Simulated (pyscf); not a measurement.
This saddle point was located with ωB97X-D3(BJ)/def2-SVP in PySCF.

```xyz
9

O      0.5304     0.4718     1.6440
Si    -0.4236     0.1506     0.4946
O     -1.1022    -1.2966     0.0859
H     -1.8389     1.1280     0.4954
H     -1.1164    -1.9495     0.7952
N     -0.2919     0.9088    -1.1447
H     -1.4241     1.2899    -0.4226
H     -0.3884     0.3126    -1.9671
H      0.4311     1.6162    -1.2766
```
Charge 0, spin multiplicity 1.

Surface: singlet, charge 0. Lowest wavenumbers (cm⁻¹): 1450i, 228, 280, 329, 350.

### Question
Name the species on either side of this saddle.

### Answer
O=SiH–OH + NH₃ ⇌ H₂N–Si(=O)–OH + H₂, a four-centre exchange read from left to right: H–Si, H–N broken and N–Si, H–H formed. At ωB97M-D3(BJ)/def2-TZVP it lies +11.9 kcal/mol from the left side and +28.7 kcal/mol from the right (each side as separated species at their lowest minima found). On the reactant side the descent ends in an adduct with a N–Si contact, 30.4 kcal/mol under the separated species and 41.5 kcal/mol under the saddle at ωB97X-D3(BJ)/def2-TZVP. What is counted as formed (N–Si) is already present as a longer contact in the reactant adduct; forming that adduct is a step of its own. At the saddle there is also a short H–Si contact that neither side keeps. The same reactants have a lower exit, to H₂N–SiH(OH)–OH (barrier -16.4 kcal/mol at ωB97M-D3(BJ)/def2-TZVP, against +11.9 kcal/mol here). O=SiH–OH lies 9.8 kcal/mol over its isomer HO–Si:–OH [singlet] (electronic energy, ωB97M-D3(BJ)/def2-TZVP). This is the saddle that the search found; another between the same sides may lie lower.
